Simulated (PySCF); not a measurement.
# NaS⁺: from constants to spectrum

UHF-CCSD(T) constants of NaS⁺, ³Σ⁻ (triplet), unpaired electrons π ↑↑ (basis Na def2-SVP, S def2-SVP; no relativity; PySCF 2.14; masses 22.9898 and 31.9721 u):

```
ωe              : 165.6 cm⁻¹
ωexe            : 1.66 cm⁻¹
Be              : 0.14517 cm⁻¹
αe              : 0.00190 cm⁻¹
D (centrifugal) : 4.46e-07 cm⁻¹
De to Na⁺ + S   : 0.59 eV
```

Task: Give the vibrational terms G(v) and spacings up to v = 6.

Result: G(v) = ωe(v+½) − ωexe(v+½)².

```tsv
v	G(v) (cm⁻¹)	G(v) − G(v−1)	Bv (cm⁻¹)
0	82.4		0.1442
1	244.7	162.3	0.1423
2	403.6	159.0	0.1404
3	559.3	155.6	0.1385
4	711.6	152.3	0.1366
5	860.6	149.0	0.1347
6	1006.3	145.7	0.1328
```

Task: How well does the Morse estimate ωe²/(4ωexe) reproduce De, and what is D0?

Result: It gives 0.51 eV, 87 % of the computed De. D0 = De − G(0) = 0.59 − 0.01 = 0.58 eV.

Correlated steps freeze 6 core orbitals. Correlated levels converge slowly with the basis: in double zeta they bind strong bonds too weakly, by up to about 1 eV, and carry superposition errors of some tenths. For an ion De counts to the pair picked by the measured ionisation energies or electron affinities, which need not be the lowest pair at this level. The state was picked by a PBE0 search and need not be the measured ground state.
